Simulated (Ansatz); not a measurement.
Mg₃H₆. Total charge 0; singlet. Geometry r2SCAN-D4/def2-TZVP.

```xyz
9

Mg   -0.791    0.251   -1.367
Mg    0.945    1.326    0.272
Mg   -0.459   -1.481    0.568
H    -1.522   -1.338   -1.109
H     2.076    2.149    1.241
H     0.049    1.806   -1.440
H    -0.347   -2.699    1.751
H    -0.840    0.486    0.632
H     0.887   -0.501   -0.548
```

The structure comes from a short search, and lower isomers may exist.

(1) Estimate the orbital energies around the gap (eV) in Ansatz with HF/STO-3G, HF/def2-TZVP, PBE-D4/def2-TZVPD, r2SCAN-D4/def2-TZVP, ωB97X-V/def2-TZVP.

## Answers

(1) 
```tsv
orbital	HF/STO-3G	HF/def2-TZVP	PBE-D4/def2-TZVPD	r2SCAN-D4/def2-TZVP	ωB97X-V/def2-TZVP
HOMO−5	-13.17	-16.14	-10.75	-11.16	-15.25
HOMO−4	-9.55	-12.66	-8.21	-8.53	-12.06
HOMO−3	-7.86	-11.61	-7.44	-7.74	-11.06
HOMO−2	-7.11	-11.26	-7.07	-7.40	-10.70
HOMO−1	-6.92	-10.19	-6.18	-6.39	-9.75
HOMO	-6.82	-10.19	-6.17	-6.38	-9.74
LUMO	8.42	0.27	-2.50	-2.04	-0.18
LUMO+1	10.54	1.79	-1.01	-0.60	1.31
LUMO+2	13.58	2.10	-1.01	-0.41	1.50
LUMO+3	14.04	2.27	-0.87	-0.37	1.57
LUMO+4	14.13	2.27	-0.72	-0.23	1.75
LUMO+5	15.01	2.38	-0.43	0.28	2.05
```
